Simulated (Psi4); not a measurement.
Psi4 input (wB97X-D/6-311+G**):

```
memory 1500 MB

molecule {
0 1
C    -0.00541272    0.00514807    0.86088345
C    -0.00020344   -0.64634739   -0.49579893
C     0.00648613    0.64037189   -0.50345144
H     0.90225350    0.00400638    1.46236727
H    -0.92057007    0.01341463    1.45085018
H    -0.00162276   -1.57792247   -1.03216063
H     0.01471952    1.56546606   -1.05085530
symmetry c1
no_reorient
no_com
}

set {
  basis 6-311+G**
  reference rks
  scf_type pk
  dft_radial_points 99
  dft_spherical_points 590
  e_convergence 1e-8
  d_convergence 1e-7
  maxiter 150
}

e = energy('wb97x-d')
print_out(f'\nFINAL {e:.10f} DIPOLE {variable("CURRENT DIPOLE")[0]:.6f} {variable("CURRENT DIPOLE")[1]:.6f} {variable("CURRENT DIPOLE")[2]:.6f}\n')
```

Output:

```
   => Loading Basis Set <=

    Name: 6-311+G**
    Role: ORBITAL
    Keyword: BASIS
    atoms 1-3 entry C          line   129 file 6-311pgss.gbs
    atoms 4-7 entry H          line    42 file 6-311pgss.gbs

   => WB97X-D: Empirical Dispersion <=

    Chai and Head-Gordon Dispersion Correction
    Chai, J.-D.; Head-Gordon, M. (2010), J. Chem. Phys., 132: 6615-6620

        s6 =       1.000000

         ---------------------------------------------------------
                                   SCF
               by Justin Turney, Rob Parrish, Andy Simmonett
                          and Daniel G. A. Smith
                              RKS Reference
         ---------------------------------------------------------

  ==> Geometry <==

    Molecular point group: c1
    Full point group: C1

    Geometry (in Angstrom), charge = 0, multiplicity = 1:

       Center              X                  Y                   Z               Mass
    ------------   -----------------  -----------------  -----------------  -----------------
         C           -0.005412720000     0.005148070000     0.860883450000    12.000000000000
         C           -0.000203440000    -0.646347390000    -0.495798930000    12.000000000000
         C            0.006486130000     0.640371890000    -0.503451440000    12.000000000000
         H            0.902253500000     0.004006380000     1.462367270000     1.007825032230
         H           -0.920570070000     0.013414630000     1.450850180000     1.007825032230
         H           -0.001622760000    -1.577922470000    -1.032160630000     1.007825032230
         H            0.014719520000     1.565466060000    -1.050855300000     1.007825032230

  Running in c1 symmetry.

  Rotational constants: A =      1.01623  B =      0.73219  C =      0.46487 [cm^-1]
  Rotational constants: A =  30465.86516  B =  21950.48680  C =  13936.47273 [MHz]
  Nuclear repulsion =   64.001157709609259

  Charge       = 0
  Multiplicity = 1
  Electrons    = 22
  Nalpha       = 11
  Nbeta        = 11

  ==> Algorithm <==

  SCF Algorithm Type is PK.
  DIIS enabled.
  MOM disabled.
  Fractional occupation disabled.
  Guess Type is SAD.
  Energy threshold   = 1.00e-08
  Density threshold  = 1.00e-07
  Integral threshold = 1.00e-12

  ==> Primary Basis <==

  Basis Set: 6-311+G**
    Blend: 6-311+G**
    Number of shells: 46
    Number of basis functions: 90
    Number of Cartesian functions: 93
    Spherical Harmonics?: true
    Max angular momentum: 2

  ==> DFT Potential <==

   => LibXC <=

    Version 7.1.2
    S. Lehtola, C. Steigemann, M. J. T. Oliveira, and M. A. L. Marques,  SoftwareX 7, 1–5 (2018) (10.1016/j.softx.2017.11.002)

   => Composite Functional: WB97X-D <=

    wB97X-D Hyb-GGA Exchange-Correlation Functional

    J.-D. Chai and M. Head-Gordon,  Phys. Chem. Chem. Phys. 10, 6615–6620 (2008) (10.1039/B810189B)

    Deriv               =              1
    GGA                 =           TRUE
    Meta                =          FALSE

    Exchange Hybrid     =           TRUE
    MP2 Hybrid          =          FALSE

   => Exchange-Correlation Functionals <=

    1.0000   wB97X-D range-separated functional

   => Exact (HF) Exchange <=

    0.7780            HF,LR [omega = 0.2000]
    0.2220               HF

   => LibXC Density Thresholds  <==

    XC_HYB_GGA_XC_WB97X_D:  1.00E-14

   => Molecular Quadrature <=

    Radial Scheme          =       TREUTLER
    Pruning Scheme         =           NONE
    Nuclear Scheme         =       TREUTLER

    Blocking Scheme        =         OCTREE
    BS radius alpha        =              1
    Pruning alpha          =              1
    Radial Points          =             99
    Spherical Points       =            590
    Total Points           =         393044
    Total Blocks           =           2827
    Max Points             =            256
    Max Functions          =             90
    Weights Tolerance      =       1.00E-15

  ==> Integral Setup <==

  Using in-core PK algorithm.
   Calculation information:
      Number of atoms:                   7
      Number of AO shells:              46
      Number of primitives:             81
      Number of atomic orbitals:        93
      Number of basis functions:        90

      Integral cutoff                 1.00e-12
      Number of threads:                 1

  Performing in-core PK
  Using 25159680 doubles for integral storage.
  We computed 583155 shell quartets total.
  Whereas there are 584821 unique shell quartets.

  Computing range-separated integrals for PK
  We computed 583155 wK shell quartets total.
  Whereas there are 584821 wK unique shell quartets.

  ==> DiskJK: Disk-Based J/K Matrices <==

    J tasked:                  Yes
    K tasked:                  Yes
    wK tasked:                 Yes
    Omega:               2.000E-01
    Schwarz Cutoff:          1E-12


  Cached 50.0% of DFT collocation blocks in 0.467 [GiB].

  Minimum eigenvalue in the overlap matrix is 1.1925676129E-04.
  Reciprocal condition number of the overlap matrix is 1.4401000982E-05.
    Using symmetric orthogonalization.

  ==> Pre-Iterations <==

  SCF Guess: Superposition of Atomic Densities via on-the-fly atomic UHF (no occupation information).

   -------------------------
    Irrep   Nso     Nmo
   -------------------------
     A         90      90
   -------------------------
    Total      90      90
   -------------------------

  ==> Iterations <==

                        Total Energy        Delta E     RMS |[F,P]|

   @RKS iter SAD:  -116.04865712718085   -1.16049e+02   0.00000e+00
   @RKS iter   1:  -116.42165384052737   -3.72997e-01   6.65257e-03 ADIIS/DIIS
   @RKS iter   2:  -116.50093820115096   -7.92844e-02   5.16027e-03 ADIIS/DIIS
   @RKS iter   3:  -116.60710390787257   -1.06166e-01   2.77005e-04 ADIIS/DIIS
   @RKS iter   4:  -116.60746657745196   -3.62670e-04   1.05946e-04 ADIIS/DIIS
   @RKS iter   5:  -116.60751335507845   -4.67776e-05   3.85373e-05 DIIS
   @RKS iter   6:  -116.60752032250680   -6.96743e-06   4.48760e-06 DIIS
   @RKS iter   7:  -116.60752053281159   -2.10305e-07   8.41284e-07 DIIS
   @RKS iter   8:  -116.60752054478614   -1.19745e-08   1.34427e-07 DIIS
   @RKS iter   9:  -116.60752054504610   -2.59959e-10   2.35411e-08 DIIS
  Energy and wave function converged.

  ==> Post-Iterations <==

   Electrons on quadrature grid:
      Ntotal   =   22.0000007331 ; deviation = 7.331e-07

    Orbital Energies [Eh]
    ---------------------

    Doubly Occupied:

       1A    -10.299688     2A    -10.298400     3A    -10.294550
       4A     -0.975352     5A     -0.697782     6A     -0.658855
       7A     -0.595356     8A     -0.525568     9A     -0.435789
      10A     -0.379270    11A     -0.336150

    Virtual:

      12A      0.064521    13A      0.076429    14A      0.077417
      15A      0.084635    16A      0.110150    17A      0.136768
      18A      0.140359    19A      0.144541    20A      0.148934
      21A      0.166062    22A      0.179453    23A      0.215158
      24A      0.230641    25A      0.243705    26A      0.243930
      27A      0.287797    28A      0.292086    29A      0.299018
      30A      0.340121    31A      0.443713    32A      0.474613
      33A      0.518668    34A      0.550674    35A      0.599763
      36A      0.608537    37A      0.647416    38A      0.661358
      39A      0.676086    40A      0.734109    41A      0.738997
      42A      0.760696    43A      0.801304    44A      0.875141
      45A      0.931493    46A      0.943850    47A      0.998914
      48A      1.115534    49A      1.155849    50A      1.353002
      51A      1.414577    52A      1.441824    53A      1.459643
      54A      1.497749    55A      1.563566    56A      1.698554
      57A      1.727325    58A      1.759371    59A      1.802239
      60A      1.845150    61A      1.887055    62A      1.899657
      63A      2.002891    64A      2.090109    65A      2.176752
      66A      2.178461    67A      2.179577    68A      2.378858
      69A      2.450508    70A      2.572746    71A      2.607806
      72A      2.622213    73A      2.653333    74A      2.716567
      75A      2.747041    76A      2.776299    77A      2.904339
      78A      2.963034    79A      3.023479    80A      3.046982
      81A      3.122030    82A      3.210237    83A      3.532364
      84A      3.707127    85A      3.822811    86A      4.077006
      87A      4.301105    88A     23.840936    89A     24.028433
      90A     24.703551

    Final Occupation by Irrep:
              A
    DOCC [    11 ]
    NA   [    11 ]
    NB   [    11 ]

  @RKS Final Energy:  -116.60752054504610

   => Energetics <=

    Nuclear Repulsion Energy =             64.0011577096092594
    One-Electron Energy =                -282.0398008035733710
    Two-Electron Energy =                 113.5205616007535951
    DFT Exchange-Correlation Energy =     -12.0883064377993250
    Empirical Dispersion Energy =          -0.0011326140362610
    VV10 Nonlocal Energy =                  0.0000000000000000
    Total Energy =                       -116.6075205450460999

Computation Completed

Properties will be evaluated at   0.000000,   0.000000,   0.000000 [a0]

Properties computed using the SCF density matrix

 Multipole Moments:

 ------------------------------------------------------------------------------------
     Multipole            Electronic (a.u.)      Nuclear  (a.u.)        Total (a.u.)
 ------------------------------------------------------------------------------------

 L = 1.  Multiply by 2.5417464519 to convert [e a0] to [Debye]
 Dipole X            :          0.0011737            0.0000000            0.0011737
 Dipole Y            :         -0.0011163            0.0000000           -0.0011163
 Dipole Z            :         -0.1866724           -0.0000000           -0.1866724
 Magnitude           :                                                    0.1866794

 ------------------------------------------------------------------------------------

FINAL -116.6075205450 DIPOLE 0.001174 -0.001116 -0.186672

*** Psi4 exiting successfully. Buy a developer a beer!
```
